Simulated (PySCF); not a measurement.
# BC: bond curves at several levels of theory

One job finds the state of BC, follows it along the bond with each method and fits the curves.

Program: PySCF 2.14.0. Level of theory: B aug-cc-pVDZ, C aug-cc-pVDZ, no relativity. These are calculated values, not measurements.

## Step 1: Input

Settings of the job:

```yaml
atoms: B, C
charge: 0
basis: B aug-cc-pVDZ, C aug-cc-pVDZ
Hamiltonian: no relativity
basis_functions: 46
electrons_treated: 11
masses_in_u: 11.0093, 12.0000
levels: PBE0, PBE, r²SCAN, BHandHLYP, M06-L, BLYP, LC-ωPBE, HF, MP2, SCS-MP2, CCSD, CCSD(T)
grid: 80 radial by 434 angular points
occupations: held fixed by the projection of orbital angular momentum
dissociation_limit: B + C, each in its ground configuration
starting_distance_in_angstrom: 1.525
values_of_2S_to_try: 1, 3
```

Started as:

```console
> OMP_NUM_THREADS=1 python dia.py task.json out
```

Further steps of the session: First curve: PBE0; Other states along the same grid; PBE (GGA); r²SCAN (meta-GGA); BHandHLYP (global hybrid GGA); M06-L (meta-GGA); BLYP (GGA); LC-ωPBE (range-separated hybrid); UHF (mean field); Correlated methods on the Hartree–Fock reference.

Q: Predict the outcome of this session. Wanted: for each run, Re; ωe; De; μ.

The runs gave:

Lowest PBE0 solution found, without spin–orbit coupling: ⁴Σ⁻ (quartet), unpaired electrons σ ↑, π ↑↑. State 2 has its PBE0 minimum 0.37 eV higher, as a spin-mixed determinant (⟨S²⟩ = 1.77), so this is no gap between pure states. State 3 has its PBE0 minimum 0.50 eV higher, as a spin-mixed determinant (⟨S²⟩ = 1.76), so this is no gap between pure states. State 4 has its PBE0 minimum 0.70 eV higher, as a spin-mixed determinant (⟨S²⟩ = 1.57), so this is no gap between pure states. The other levels ran on the lowest alone.

```
    level  Re (Å)  ωe (cm⁻¹)  De (eV)  μ (D)
      PBE   1.508       1161     4.99  -1.11
     BLYP   1.510       1144     4.59  -1.00
   r²SCAN   1.498       1173     4.74  -1.47
    M06-L   1.488       1178     4.83  -1.54
     PBE0   1.489       1201     4.65  -1.49
BHandHLYP   1.476       1209     3.99  -1.66
  LC-ωPBE   1.465       1295     4.44  -2.03
```

De is counted to B + C in their ground configurations. A positive dipole means B(−)C(+). No constants: UHF (the points don't follow one smooth fit); UHF-MP2 (the points don't follow one smooth fit); UHF-SCS-MP2 (the points don't follow one smooth fit); UHF-CCSD (the points don't follow one smooth fit); UHF-CCSD(T) (fits of two degrees disagree).

What this shows: The methods spread over 0.045 Å in bond length, from LC-ωPBE to BLYP. Among the levels with a De in the table, it runs from 3.99 eV (BHandHLYP) to 4.99 eV (PBE).

Correlated steps freeze 2 core orbitals. T1 is 0.073 near the minimum (highest on the curve 0.101), which may point to more than one leading configuration.
